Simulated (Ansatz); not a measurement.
Input for Ansatz (development build ahead of 0.2.0):

```yaml
crystal:
  periodic: [false, false, false]
  atoms:
    - { symbol: S, position_ang: [0.00718, 0.00461, -0.07444] }
    - { symbol: H, position_ang: [0.00281, 0.00367, 1.28321] }
basis:
  gaussian: { orbitals: cc-pVTZ }
magnetization:
  spin_polarized: true
  initial_magnetization: 1
hamiltonian:
  xc: hf
```

The input is written out in the form of the current development build from the run's settings.

Results

- Converged: yes
- Total energy: -398.10476 hartree
- Spin squared of the determinant: 0.763
